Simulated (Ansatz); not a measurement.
The input (input.yaml):

```yaml
crystal:
  periodic: [false, false, false]
  atoms:
    - { symbol: Si, position_ang: [0.0, 0.0, 0.0] }
    - { symbol: H, position_ang: [0.0, 0.0, 1.46] }
    - { symbol: "N", position_ang: [1.7163, 0.0, -0.6061] }
    - { symbol: H, position_ang: [2.2145, -0.918, -0.7868] }
    - { symbol: H, position_ang: [2.2175, 0.918, -0.7783] }
    - { symbol: H, position_ang: [-0.6877, 1.1914, -0.4862] }
    - { symbol: H, position_ang: [-0.6877, -1.1914, -0.4862] }
basis:
  gaussian: { orbitals: STO-3G }
hamiltonian:
  xc: pbe
  dispersion: d4
relax:
  f_tol: 0.02
  max_steps: 40
```

Run as:

```bash
$ ansatz run input.yaml --threads 1 --pin off --max-ram 2048MiB --backend cpu --events-out ev --progress --plain --runs-dir out
```

Hardware: 1 thread of Arm Neoverse V2, on a shared host.

Task: Roughly how long does this run take, and how much memory?

Result: 5.5 s, with a peak of 0.092 GiB, for 9 ionic steps.
